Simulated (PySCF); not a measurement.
# C4H8F: the cost of one run

The runs use PySCF 2.14.0; levels as typed in each script, gas phase, geometry from GFN2-xTB.

### 1 The starting structure

SMILES `CC(C)[CH-]F`, 13 atoms, charge -1, spin multiplicity 1.

Bond lengths: C1–C2 1.544 Å, C1–H6 1.098 Å, C1–H7 1.089 Å, C1–H8 1.091 Å, C2–C3 1.531 Å, C2–C4 1.535 Å, C2–H9 1.105 Å, C3–H10 1.088 Å, C3–H11 1.096 Å, C3–H12 1.089 Å, C4–F5 1.507 Å, C4–H13 1.132 Å. Angles: C2–C1–H6 112.3°, C2–C1–H7 109.3°, C2–C1–H8 110.3°, H6–C1–H7 108.5°, H6–C1–H8 108.3°, H7–C1–H8 108.2°, C1–C2–C3 108.8°, C1–C2–C4 116.3°, C1–C2–H9 107.7°, C3–C2–C4 110.0°, C3–C2–H9 108.2°, C4–C2–H9 105.5°, C2–C3–H10 109.3°, C2–C3–H11 112.0°, C2–C3–H12 109.9°, H10–C3–H11 108.6°, H10–C3–H12 108.1°, H11–C3–H12 108.9° and more.

As a file:

```xyz
13
C4H8F
C    -0.9268   -1.2749    0.2649
C    -0.5003   -0.0132   -0.5165
C    -1.0347    1.2223    0.2119
C     1.0028    0.1462   -0.7851
F     1.6591    0.0655    0.5688
H    -2.0107   -1.3129    0.4336
H    -0.4266   -1.2844    1.2324
H    -0.6331   -2.1742   -0.2792
H    -0.9756   -0.0583   -1.5129
H    -0.5499    1.3060    1.1829
H    -2.1185    1.1706    0.3657
H    -0.8025    2.1191   -0.3604
H     1.3392   -0.8377   -1.2324
```

### 2 Localised orbitals (CAM-B3LYP/aug-cc-pvdz)

input.py

```python
import numpy as np
from pyscf import gto, scf, dft, lo
from pyscf.data.elements import chemcore

def solve(mol, dm0=None, hcore=None):
    mf = (dft.UKS if mol.spin else dft.RKS)(mol, xc='camb3lyp')
    mf.grids.level = 3
    mf = mf.density_fit(auxbasis='def2-universal-jkfit')
    mf.conv_tol, mf.max_cycle = 1e-8, 80
    if hcore is not None:
        mf.get_hcore = lambda *args: hcore
    mf.kernel(dm0)
    if not mf.converged:
        mf = mf.newton().run(mf.mo_coeff, mf.mo_occ, max_cycle=30)
    assert mf.converged, 'SCF not converged'
    return mf

mol = gto.M(atom='''
C     -0.92683    -1.27493     0.26488
C     -0.50029    -0.01320    -0.51653
C     -1.03465     1.22231     0.21190
C      1.00282     0.14622    -0.78512
F      1.65907     0.06550     0.56882
H     -2.01073    -1.31289     0.43363
H     -0.42659    -1.28439     1.23243
H     -0.63315    -2.17423    -0.27915
H     -0.97564    -0.05835    -1.51292
H     -0.54992     1.30603     1.18287
H     -2.11851     1.17065     0.36573
H     -0.80255     2.11905    -0.36036
H      1.33918    -0.83771    -1.23239
''', basis='aug-cc-pvdz', charge=-1, spin=0, verbose=4)
mf = solve(mol)
occ_all = mf.mo_coeff[:, mf.mo_occ > 0]
occ = occ_all[:, chemcore(mol):]
loc = lo.ibo.ibo(mol, occ, iaos=lo.iao.iao(mol, occ_all))
fock, s = mf.get_fock(), mf.get_ovlp()
ortho = lo.orth_ao(mol, 'meta_lowdin')
ortho = lo.vec_lowdin(lo.iao.iao(mol, occ_all), s)
labels = lo.iao.reference_mol(mol).ao_labels(fmt=None)
vir = lo.vvo.livvo(mol, occ_all, mf.mo_coeff[:, mf.mo_occ == 0])
both = np.hstack([loc, vir])
p = (ortho.T @ s @ both) ** 2
pop = np.array([p[[l[0] == a for l in labels]].sum(0) for a in range(mol.natm)])
spd = np.array([[p[[l[0] == a and l[2][-1] == k for l in labels]].sum(0) for k in 'spd'] for a in range(mol.natm)])
eps = np.einsum('pi,pq,qi->i', both, fock, both)
for i in np.argsort(eps):
    top = np.argsort(-pop[:, i])[:3]
    print('%3d %s %9.4f Eh ' % (i + 1, 'occ' if i < loc.shape[1] else 'vir', eps[i]), '  '.join('%s%d %.3f' % (mol.atom_symbol(a), a + 1, pop[a, i]) for a in top))
np.savez('result.npz', c=both, nocc=loc.shape[1], pop=pop, spd=spd, eps=eps, e=mf.e_tot)
```

Started as:

```bash
OMP_NUM_THREADS=1 python input.py
```

**Question.** How long does this run take on 1 thread of Arm Neoverse V2, shared host, and how much memory does it need?

About 37 s, with a peak of 0.75 GiB.
